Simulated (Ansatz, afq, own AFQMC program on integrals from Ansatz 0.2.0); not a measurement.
## CH₅Al, singlet in 6-31G, levels against CCSDT(Q)

```
atom    x (Å)    y (Å)    z (Å)
  Al   0.0000   0.0002   0.6566
   C   0.0000  -0.0066  -1.2942
   H   0.0000   1.3841   1.4409
   H   0.0000  -1.3526   1.4928
   H   0.0000  -1.0105  -1.7238
   H  -0.8749   0.5268  -1.6821
   H   0.8749   0.5268  -1.6821
```

Basis 6-31G. Noble-gas cores (and the filled d shells of Ga–Kr and In–Xe) are frozen. Integrals, coupled cluster, full CI and functionals: Ansatz 0.2.0; the random walks run on the same integrals in our own AFQMC program. The CISD trial takes its coefficients from CCSD amplitudes. Released means that phaseless walkers are propagated on without the constraint, phases kept. Free AFQMC starts from the CCSD state and is never constrained. Its projection time is finite, and what remains of the start isn't in its error. Error bars are statistical, one sigma.

Determinant: RHF, the one that the program's search chose, which needn't be the lowest solution. The geometry is a point of a scan.

No full CI on the walks' own integrals is used here; CCSDT(Q) serves as the reference and is uncertain by about the last step of the cluster series.

Cautions: the ph-AFQMC/CISD walk drifts between its halves (2.1 errors).

The T1 diagnostic is 0.0089, the weight of the determinant in the CISD state is 0.915 and the size of the correlated space is 12 electrons in 26 orbitals.

Reference: CCSDT(Q), correlation energy -4.422 eV. The released energy is read at 2.40 1/Eh (meV from the phaseless value at times in 1/Eh: -4 ± 7 at 0.24, -6 ± 6 at 0.51, 2 ± 5 at 0.99, -4 ± 5 at 1.62, -1 ± 6 at 2.40).

```tsv
level	E − E(reference) (mEh)	share of correlation (%)
HF	162.50	0.00
MP2	31.42	80.67
CCSD	3.51	97.84
CCSD(T)	0.65	99.60
CCSDT	0.16	99.90
ph-AFQMC/HF	0.96 ± 1.13	99.41
ph-AFQMC/CISD	-0.15 ± 0.27	100.09
released AFQMC	-0.19 ± 0.23	100.12
free AFQMC	-0.02 ± 0.22	100.01
```

Free projections are given only where their last times agree within the noise and don't stop above the reference; a slow remainder of the start can still hide under it. A walk keeps the symmetry of its determinant, which the program's search chose and which needn't be the lowest solution, so a lower state of the same spin and another symmetry isn't excluded. Released energies are given only where the last usable release times agree within the noise; a slower fall can still hide under it.
